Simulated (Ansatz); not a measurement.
```yaml
crystal:
  periodic: [false, false, false]
  atoms:
    - {symbol: P, position_ang: [-1.586458, -0.158631, -0.002884]}
    - {symbol: B, position_ang: [0.056263, 0.740380, 0.009767]}
    - {symbol: S, position_ang: [1.513202, -0.156433, -0.001297]}
    - {symbol: H, position_ang: [0.009425, 1.910037, 0.025128]}
basis:
  gaussian: {orbitals: def2-TZVP}
magnetization: {spin_polarized: true, initial_magnetization: 3}
hamiltonian: {xc: pbe0}
relax: {f_tol: 0.004, max_steps: 80}
```

```sh
$ ansatz run in.yaml --threads 1 --pin off --events-out ev --progress --plain --max-ram 2176MiB
```

Steps of the relaxation (energy above the last step; positions in Å, forces in eV/Å):

```
4
step 1, 33.3 meV
P    -1.586   -0.159   -0.003   -0.688   -0.276   -0.004
B     0.056    0.740    0.010    0.567   -0.582   -0.007
S     1.513   -0.156   -0.001    0.111    0.080    0.001
H     0.009    1.910    0.025    0.011    0.778    0.010
```

```
4
step 2, 6.7 meV
P    -1.613   -0.162   -0.003   -0.326   -0.126   -0.002
B     0.060    0.727    0.010    0.314   -0.205   -0.003
S     1.530   -0.149   -0.001   -0.005    0.078    0.001
H     0.015    1.919    0.025    0.017    0.253    0.003
```

```
4
step 3, 0.1 meV
P    -1.639   -0.163   -0.003   -0.011   -0.003    0.000
B     0.063    0.717    0.009    0.067   -0.044   -0.001
S     1.545   -0.138   -0.001   -0.059    0.038    0.000
H     0.023    1.919    0.025    0.003    0.009    0.000
```

```
4
step 5, 0.0 meV
P    -1.639   -0.163   -0.003    0.000    0.000    0.000
B     0.064    0.716    0.009    0.001   -0.001    0.000
S     1.545   -0.136   -0.001   -0.001    0.000    0.000
H     0.023    1.918    0.025    0.000    0.002    0.000
```

Close pairs at the end: B2–H4 1.204 Å, B2–S3 1.708 Å, P1–B2 1.917 Å.

A stationary point of unrestricted PBE0 after 5 steps, with ⟨S²⟩ = 3.770 against 3.75 for a pure state; no frequencies were run, so it isn't proven a minimum. 25 s on 1 thread of Arm Neoverse V2, shared host.
